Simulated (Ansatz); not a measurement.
## Al: from a trial structure to a relaxed crystal

Level of theory: DFT r2SCAN, scalar-relativistic, plane waves, PAW in Ansatz 0.2.0. Cutoff 500 eV, Γ-centred k mesh, Gaussian smearing, no spin polarisation in the final step.

Al was placed on the diamond structure type (Fd-3m, No. 227), at a guessed volume.

```
CELL_PARAMETERS angstrom
0.00000 2.65986 2.65986
2.65986 0.00000 2.65986
2.65986 2.65986 0.00000
ATOMIC_POSITIONS crystal
Al 0.50000 0.50000 0.50000
Al 0.75000 0.75000 0.75000
```

Cell and atoms relax at zero pressure; the relaxation can't lower the symmetry of the start. After a coarse first stage the cell is made exact in the group found at 0.06 Å.

Energies count from the standard state of Al at the same level.

Question: Which crystal results?

Answer: It keeps Fd-3m (No. 227). The result has the diamond structure. Conventional cell: a = 6.027 Å. Al has 4 Al at 2.61 Å.

Space group Fd-3m:1 (No. 227). a = 6.027 Å, b = 6.027 Å, c = 6.027 Å, α = 90.00°, β = 90.00°, γ = 90.00°
```csv
atom,site,symmetry,x,y,z
Al,8a,-43m,0.5000,0.0000,0.5000
```

Question: What are its volume, energy, density and gap?

Answer: The volume per atom is 27.37 Å³. The density is 1.64 g/cm³ and the energy over the standard structure is 0.81 eV/atom. The gap on the 16×16×16 mesh is 0 eV (a metal).

The final run used a 16×16×16 mesh on its 2-atom cell and 0.10 eV smearing. The k mesh leaves about 4 meV/atom of noise in metals. A structure relaxed within its symmetry needn't be a true minimum.